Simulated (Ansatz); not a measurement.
## How well does each level of theory give the formation enthalpy of rock-salt SrO?

Reference value: -3.068 eV/atom (measured, 298 K, no zero-point or thermal correction; as tabulated in Friedrich et al. (2018), arXiv:1811.08952).

Question: Which of these levels comes closest to the reference?
(A) HSE06 (Ansatz, a program for electronic structure)
(B) PBE0 (Ansatz)
(C) PBE-D3(BJ) (Ansatz)
(D) LDA (Ansatz)

Answer: D, LDA (Ansatz)

| level (code) | value (eV/atom) | difference (eV/atom) |
|---|---|---|
| LDA (Ansatz) | -3.080 | -0.012 |
| PBE-D3(BJ) (Ansatz) | -2.858 | +0.210 |
| HSE06 (Ansatz) | -2.761 | +0.307 |
| PBE0 (Ansatz) | -2.791 | +0.277 |

The best agreement in this table is that of LDA (-0.012 eV/atom). HSE06 (+0.307 eV/atom) misses by most. Of these only LDA lands within 0.05 eV/atom.

The measured value isn't corrected to a static lattice, so vibrations enter the comparison.  HSE06, PBE0: hybrids on metals are sensitive to the k mesh and can open a false gap. Values are at the level's own relaxed cell; PBE0 at the r²SCAN cell. Ansatz's density-functional and Hartree–Fock values are scalar-relativistic unless marked +SOC, with PAW data made under PBE.

Differences are worked out from the printed values.
